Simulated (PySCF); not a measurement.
Disilane, SMILES [SiH3][SiH3] (H₆Si₂), CAM-B3LYP/def2-SVP optimised geometry.

```
8

Si    -0.51    -0.37     0.00
Si    -1.32    -1.50    -1.89
H     -0.98     1.04     0.00
H      0.98    -0.37     0.00
H     -0.98    -1.04     1.24
H     -2.81    -1.51    -1.89
H     -0.84    -2.91    -1.89
H     -0.84    -0.84    -3.13
```

Density from CAM-B3LYP/def2-TZVP (PySCF 2.14.0) at that geometry.

Minimum of the electron density along straight lines between bonded atoms, close to the bond critical point (lines longer than 1.1 times the sum of covalent radii, or with two minima, are not listed):

```csv
bond,length / Å,ρ at the minimum / e bohr⁻³,∇²ρ there / e bohr⁻⁵,position (fraction from the first atom)
Si1–Si2,2.344,0.096,-0.17,0.50
Si1–H3,1.490,0.120,0.15,0.49
Si1–H4,1.490,0.120,0.15,0.49
Si1–H5,1.490,0.120,0.15,0.49
Si2–H6,1.490,0.120,0.15,0.49
Si2–H7,1.490,0.120,0.15,0.49
Si2–H8,1.490,0.120,0.15,0.49
```
